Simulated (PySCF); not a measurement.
**Working with the constants of Cl₂**

RHF-CCSD(T) constants of Cl₂, ¹Σg⁺ (singlet), closed shell (Cl def2-SVPD; no relativity (PySCF 2.14); masses 34.9689 and 34.9689 u):

```
ωe              : 465.2 cm⁻¹
ωexe            : 2.38 cm⁻¹
Be              : 0.22251 cm⁻¹
αe              : 0.00157 cm⁻¹
D (centrifugal) : 2.04e-07 cm⁻¹
De to Cl + Cl   : 1.82 eV
```

Give the vibrational terms G(v) and spacings up to v = 6.

G(v) = ωe(v+½) − ωexe(v+½)².

| v | G(v) (cm⁻¹) | G(v) − G(v−1) | Bv (cm⁻¹) |
| --- | --- | --- | --- |
| 0 | 232 |  | 0.2217 |
| 1 | 692 | 460 | 0.2202 |
| 2 | 1148 | 456 | 0.2186 |
| 3 | 1599 | 451 | 0.2170 |
| 4 | 2045 | 446 | 0.2154 |
| 5 | 2487 | 441 | 0.2139 |
| 6 | 2923 | 437 | 0.2123 |

How well does the Morse estimate ωe²/(4ωexe) reproduce De, and what is D0?

It gives 2.82 eV, 155 % of the computed De. D0 = De − G(0) = 1.82 − 0.03 = 1.79 eV.

Measured values (Huber and Herzberg, Constants of Diatomic Molecules (1979)): ωe = 559.72 cm⁻¹, ωexe = 2.675 cm⁻¹, Be = 0.24399 cm⁻¹, αe = 0.00149 cm⁻¹.

Correlated steps freeze 10 core orbitals. Correlated levels converge slowly with the basis: in double zeta they bind strong bonds too weakly, by up to about 1 eV, and carry superposition errors of some tenths. Where the molecule has an RHF reference, its open-shell atoms are computed with UHF.
